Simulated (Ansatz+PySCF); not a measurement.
**triplet O2: levels of theory in one basis**

```xyz
2

O     0.0000    0.0000   -1.0397
O     0.0000    0.0000    1.0397
```

Basis set: STO-3G (spherical functions). Correlated methods keep 2 orbitals frozen. Correlation on ROHF uses semicanonical orbitals with singles. Charge 0, multiplicity 3.

Computed with Ansatz (development build ahead of 0.2.0); each method stands on the lowest determinant of its kind that the runs found.

```json
{"method": "ROHF", "E − E(ROHF) (eV)": "0.00", "<S²> of the determinant": "2.00"}
{"method": "UHF", "E − E(ROHF) (eV)": "-2.26", "<S²> of the determinant": "2.94"}
{"method": "ROHF-MP2", "E − E(ROHF) (eV)": "-0.41", "<S²> of the determinant": "–"}
{"method": "UHF-MP2", "E − E(ROHF) (eV)": "-2.32", "<S²> of the determinant": "2.94"}
{"method": "ROHF-CCSD", "E − E(ROHF) (eV)": "-1.01", "<S²> of the determinant": "–"}
{"method": "UHF-CCSD", "E − E(ROHF) (eV)": "-3.59", "<S²> of the determinant": "2.94"}
{"method": "ROHF-CCSD(T)", "E − E(ROHF) (eV)": "-1.01", "<S²> of the determinant": "–"}
{"method": "UHF-CCSD(T)", "E − E(ROHF) (eV)": "-3.59", "<S²> of the determinant": "2.94"}
{"method": "full CI (lowest root of this spin)", "E − E(ROHF) (eV)": "-3.62", "<S²> of the determinant": "–"}
```

At such a shape the full CI root can have another spatial symmetry than the determinants, so the rows needn't describe one state.

(1) Is a single determinant a sound starting point here?

Results:

(1) It is doubtful. Unrestricted orbitals lower Hartree–Fock by 2.26 eV and <S²> is 2.94 where a pure state has 2.00, a sign of strong static correlation.

Caution for ROHF, ROHF-MP2, ROHF-CCSD, ROHF-CCSD(T): an unrestricted determinant lies well below. Caution for UHF, UHF-MP2, UHF-CCSD, UHF-CCSD(T): the unrestricted determinant is a mixture of spin states; the determinant may break the point group. Caution for ROHF-MP2, UHF-MP2, ROHF-CCSD, ROHF-CCSD(T): large amplitudes, a single reference is doubtful. Caution for ROHF-MP2: the program doubts this total. Caution for ROHF-MP2, ROHF-CCSD, ROHF-CCSD(T): a plain start can end on a higher determinant. Caution for ROHF-MP2, UHF-MP2: another reference gives a lower total. Caution for UHF-CCSD, UHF-CCSD(T): very large amplitudes, the method is breaking down; the amplitudes may be one of several solutions.
